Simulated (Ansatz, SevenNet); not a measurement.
Voigt–Reuss–Hill shear modulus (GPa) of solids drawn from the class of elemental solids other than molecular ones, at two levels: the machine-learned potential SevenNet-l3i5 (trained on PBE and PBE+U data), and PBE (PAW; Ansatz, a program for electronic structure).

```csv
solid,SevenNet-l3i5,PBE,shift (%)
fcc Ca,7.18,8.54,+18.9
fcc Pt,56.9,53.6,-5.8
fcc Ni,85.8,98.6,+14.9
fcc Pb,2.26,10.9,+382
hcp Sc,33.0,32.1,-2.7
hcp Tl,0.95,4.74,+399
bcc Fe,55.2,86.9,+57
fcc Rh,102,154,+51
hcp Os,114,263,+131
fcc Sr,6.76,5.71,-15.5
```

The shifts run from -15.5 % to +399 %, with a median of +35 %.

Over all 10 rows PBE is the larger in 7.

Ansatz's runs of these crystals have no spin polarisation, but for fcc Ni, bcc Fe.

Density-functional runs with spin start from parallel moments for fcc Ni, parallel moments for bcc Fe.

Spin–orbit coupling is left out, also for the solids with elements from indium on (fcc Pt, fcc Pb, hcp Tl, hcp Os); its size isn't shown.

Each level is taken at its own relaxed cell. Ansatz's density-functional and Hartree–Fock values are scalar-relativistic unless marked +SOC, with PAW data made under PBE.
